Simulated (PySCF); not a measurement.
Compound: formyl cation, CHO (charge +1).
SMILES: `C#[O+]`

Level of theory: MP2 and CCSD/aug-cc-pVTZ in PySCF, restricted Hartree–Fock reference, frozen core, non-relativistic, gas phase, PBE0-D3(BJ)/def2-SVP geometry.

E(HF) = -113.01121 Eh.

Q: How large is the problem?

A: 115 basis functions and 14 electrons; 2 orbitals frozen, which leaves o = 5 correlated occupied and v = 108 virtual orbitals. That is o·v = 540 singles and o·v(o·v + 1)/2 = 146070 distinct closed-shell doubles amplitudes before symmetry; the costliest CCSD step grows as o²v⁴ = 3.4 × 10^9.

Q: What are the MP2 and CCSD correlation energies?

A: MP2 -0.3684 Eh and CCSD -0.3685 Eh, which gives totals of -113.37959 and -113.37967 Eh. That is 1.003 eV for each correlated electron at CCSD (967 kJ/mol in all, 0.325 % of the total energy); MP2 gives 100.0 % of the CCSD value.

Q: What is the T1 diagnostic?

A: 0.0185, close to the customary warning level of 0.02. It is the norm of the spatial-orbital singles amplitudes over the root of the number of correlated electrons, so the norm is 0.059.

Connected triples and the basis-set limit are missing.

The job also held the EOM ionisation and excitation roots. The run took 2.7 min wall on Arm Neoverse V1, one thread, no GPU (shared host), and the process peaked at 1.5 GiB of memory.
